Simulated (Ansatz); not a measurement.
**PH4+ (triplet): the correlation ladder, def2-TZVPP**

The task here is to estimate one member of a computed series from the others.

Method: def2-TZVPP, core rule «outside noble gas», up to 5 orbitals frozen; program: Ansatz 0.2.0, Gaussian basis.

To be run: UHF; ROHF; CCSD(T) on UHF.

2 further runs of the same task are left out: 2 set aside as unsound or not needed.

## The system

The geometry is a PBE0/def2-TZVP stationary point (not a proven minimum) of the parent state, kept for this charge and spin.

5 atoms, charge 1, spin multiplicity 3.

Atoms are counted from 1 here; the program's logs count them from 0.

Bond lengths: P1–H2 1.401 Å, P1–H3 1.401 Å, P1–H4 1.401 Å, P1–H5 1.401 Å. Angles: H2–P1–H3 109.5°, H2–P1–H4 109.5°, H2–P1–H5 109.5°, H3–P1–H4 109.5°, H3–P1–H5 109.5°, H4–P1–H5 109.5°.

The first run:

Contents of in.yaml:

```yaml
crystal:
  periodic: [false, false, false]
  atoms:
    - {symbol: P, position_ang: [0.000000, 0.000000, 0.000000]}
    - {symbol: H, position_ang: [0.807173, 0.810283, 0.808501]}
    - {symbol: H, position_ang: [-0.810979, -0.806178, 0.808796]}
    - {symbol: H, position_ang: [-0.806323, 0.807018, -0.812604]}
    - {symbol: H, position_ang: [0.810129, -0.811123, -0.804693]}
basis:
  gaussian: {orbitals: def2-TZVPP}
total_charge: 1
magnetization: {spin_polarized: true, initial_magnetization: 2}
hamiltonian: {xc: hf}
output: {orbitals: {seedname: orbitals}}
```

Run with:

```
> ansatz run in.yaml --threads 1 --pin off --events-out ev --progress --plain --max-ram 4096MiB --backend cpu
```

Among the steps run: UHF; ROHF; CCSD(T) on UHF.

One table of the session follows, with a row left open; its other results are not shown here.

| method | from UCCSD(T) (meV) |
| --- | --- |
| ROHF | ? |
| UHF | +5086.0 |
| UMP2 | +980.8 |
| UCCSD | +181.0 |
| UCCSD(T) | 0 |

**Question.** Estimate the row for ROHF.

**Answer.** from UCCSD(T) (meV): +5148.4. In the column «from UCCSD(T) (meV)» it is the highest.
